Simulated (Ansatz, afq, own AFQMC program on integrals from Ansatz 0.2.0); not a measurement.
## C₂H, doublet: AFQMC among the cluster methods

```xyz
3

C     0.0000    0.0000    0.2773
C     0.0000    0.0000   -1.6207
H     0.0000    0.0000    1.3433
```

Connectivity, by distances: CH–C.

Basis 6-31G. Noble-gas cores (and the filled d shells of Ga–Kr and In–Xe) are frozen. Integrals, coupled cluster, full CI and functionals: Ansatz 0.2.0; the random walks run on the same integrals in our own AFQMC program. The CISD trial takes its coefficients from CCSD amplitudes. Released means that phaseless walkers are propagated on without the constraint, phases kept. Error bars are statistical, one sigma.

Determinant: ROHF, the one that the program's search chose, which needn't be the lowest solution. The geometry is a point of a scan.

Full CI on the same integrals is exact in this basis and with this determinant's frozen core.

Cautions: a spin-contaminated unrestricted determinant lies lower (UHF 2.95 eV lower, ⟨S²⟩ 1.90); the search met a lower determinant of the same kind, perhaps of another symmetry (757 meV lower), and this one is a saddle point; strong correlation (T1 0.056, weight of the determinant 0.76, largest double 0.30); (T) is large, 8 % of the CCSD correlation; CCSD(T) is in doubt: in a space of 9 electrons in 8 natural orbitals full CI lies 177 meV below it; the released energies have errors that jump between times, so the bars are unsure, so no released level is given (meV from the phaseless value at times in 1/Eh: -38 ± 18 at 0.24, -75 ± 9 at 0.51, -91 ± 29 at 0.99, -154 ± 8 at 1.62, -227 ± 35 at 2.40).

```
T1 diagnostic                               : 0.0560
weight of the determinant in the CISD state : 0.763
size of the correlated space                : 9 electrons in 18 orbitals
```

| level | correlation energy (eV) |
| --- | --- |
| MP2 | -6.4415 |
| CCSD | -6.4479 |
| CCSD(T) | -6.9694 |

Question: Estimate where phaseless AFQMC with a CISD trial lies against CCSD(T) on the same integrals.

Answer: 12.0 ± 0.9 kJ/mol above CCSD(T).

Reference: full CI, correlation energy -7.108 eV.

```
        level  E − E(reference) (kJ/mol)  share of correlation (%)
      CCSD(T)                       13.4                     98.05
  ph-AFQMC/HF                 99.4 ± 4.6                     85.50
ph-AFQMC/CISD                 25.3 ± 0.9                     96.31
```
